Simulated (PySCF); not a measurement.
Molecule: `CC#CC(C)C`, C$_{6}$H$_{10}$.

Bonds (- single, = double, # triple, : aromatic): C1-C2, C2#C3, C3-C4, C4-C5, C4-C6. C1 carries H7, H8, H9; C4 carries H10; C5 carries H11, H12, H13; C6 carries H14, H15, H16.

Frames of a GFN2-xTB Langevin trajectory at 400 K; GIAO PBE0/pcSseg-1 shieldings in PySCF 2.14.0 with density-fitted response routines, gas phase, non-relativistic; equivalent atoms averaged within each frame.

References, each an isolated molecule treated in the same way: ¹³C (σ = 186.93 ppm), ¹H (σ = 31.72 ppm) against TMS. The references are static minima.

Question: How do the shifts (ppm) fluctuate along the trajectory?

Answer: 
```tsv
time (fs)	C3	C2	C5/C6	C4	C1	H7/H8/H9	H10	H11/H12/H13/H14/H15/H16
250	92.6	84.0	25.7	21.4	8.2	2.56	2.34	1.33
425	96.2	83.2	19.6	22.8	-2.7	0.66	1.68	0.37
625	98.1	80.9	26.0	15.9	6.1	1.82	0.76	1.17
800	97.7	85.3	30.4	27.7	4.9	1.89	2.45	1.23
1000	93.5	84.3	26.6	20.6	3.2	2.22	2.14	1.17
mean of frames	95.6	83.5	25.7	21.7	3.9	1.83	1.87	1.05
standard deviation	2.5	1.7	3.9	4.2	4.1	0.72	0.69	0.39
```

5 frames give an uncertainty of the mean of about the standard deviation over 2.2 at best, since frames this close in time may not be independent; classical motion lacks zero-point vibration, and the reference would need the same averaging.
